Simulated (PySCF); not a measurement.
**Electric field gradients and quadrupole coupling constants**

Species: COP (charge -1).
Atom-mapped SMILES: `[O-:1][C:2]#[P:3]`

Cartesian coordinates in Å at the PBE0-D3(BJ)/def2-SVP level; atoms count from 1:
```
atom  x, y, z in Å
O1    -1.360    0.248    0.016
C2    -0.187   -0.004    0.008
P3     1.395   -0.343   -0.004
```

Field gradients from the PBE0/pcSseg-1 density (PySCF, non-relativistic), principal values in atomic units, ordered |Vxx| ≤ |Vyy| ≤ |Vzz|:

```tsv
atom	Vxx	Vyy	Vzz
O1	-0.3347	-0.3347	0.6694
```

Q: Find the asymmetry η = (Vxx − Vyy)/Vzz and the couplings χ = eQV/h (234.96 MHz × Q in barn × V in au), with Q(17O) = −0.0256 b.

A: 
```json
{"atom": "O1", "environment": "oxygen bonded to C", "nucleus": "17O", "η": "0.00", "χzz (MHz)": "-4.027", "χxx (MHz)": "2.013", "χyy (MHz)": "2.013"}
```

The gradient is axial or nearly so (η below 0.05) at O1. The tensor is traceless: Vxx + Vyy + Vzz = 0.

Q: What is Vzz at O1 in SI units (1 au = 9.71736 × 10²¹ V/m²)?

A: 0.6694 au = 6.505 × 10²¹ V/m².

Isolated species at its PBE0-D3(BJ)/def2-SVP geometry, gas phase. The pcSseg-1 basis has no diffuse functions, a weakness for an anion. A larger basis could move these couplings by a tenth or more.

The run behind these numbers computed NMR shieldings as well. On an Intel Xeon Platinum 8252C at 3.80 GHz with one thread, shared host, this took 2.5 s and 0.29 GiB of memory at its peak.
